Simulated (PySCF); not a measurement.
**Property card for `O=C[SiH3]`**

CH₄OSi.
Bonds: O1–C2 (double), C2–Si3. Hydrogens: H4 on C2; H5, H6, H7 on Si3.

Some functional groups and rings: Si–H bond and C–Si bond.

**GFN2-xTB geometry**

| Quantity | Value |
| --- | --- |
| Rotational constants A, B, C of the GFN2-xTB geometry | 40.043, 5.296, 4.946 GHz |

B3LYP/def2-SVPD ground state and vertical TDDFT (core frozen in the response) (PySCF):

| Property | Result |
| --- | --- |
| Dipole moment | 2.38 D |
| HOMO energy | -6.97 eV |
| LUMO energy | -2.07 eV |
| HOMO–LUMO gap | 4.90 eV |
| Lowest singlet excitation | 3.16 eV (393 nm, f = 0.000) |
| Strongest line among the 8 lowest singlet transitions | S7 at 7.31 eV (170 nm, f = 0.188) |
| Lowest triplet excitation (Tamm–Dancoff) | 2.49 eV |
| Static isotropic polarisability | 44.6 au |
| Electronic spatial extent ⟨r²⟩ about the centre of nuclear charge | 278 bohr² |

Monoisotopic mass (most abundant isotopes): 60.0031 u.

The dipole equals about 7.9 × 10⁻³⁰ C·m (1 D = 3.33564 × 10⁻³⁰ C·m). The largest Löwdin shares of the HOMO are 0.53 on O1, 0.21 on C2, 0.12 on Si3 and 0.10 on H4. The rotational constants make it an asymmetric top with κ = (2B − A − C)/(A − C) = -0.98, nearer the prolate limit (−1). S1 lies 1.74 eV below the HOMO–LUMO gap; its leading configuration is HOMO→LUMO, weight 0.99. The polarisability is 6.61 Å³ as a volume (1 au = 0.148185 Å³), or 1.39 au for each of the 32 electrons. The vertical singlet–triplet gap S1 − T1 is 0.67 eV (TDDFT singlet less Tamm–Dancoff triplet; S1: HOMO→LUMO, weight 0.99; T1: HOMO→LUMO, weight 0.98). The 8 singlets span 3.16 to 7.42 eV, and their oscillator strengths add up to 0.37. 1 of the 8 computed singlets lies in the visible range (750 to 380 nm, 1.65 to 3.26 eV), with an oscillator strength of 0.000.

Isolated species at its GFN2-xTB geometry, gas phase.

For the TDDFT job (B3LYP/def2-SVPD), the run took 7.5 s of wall time on one thread of an Arm Neoverse N1, shared host, and the process peaked at 0.39 GiB of memory.
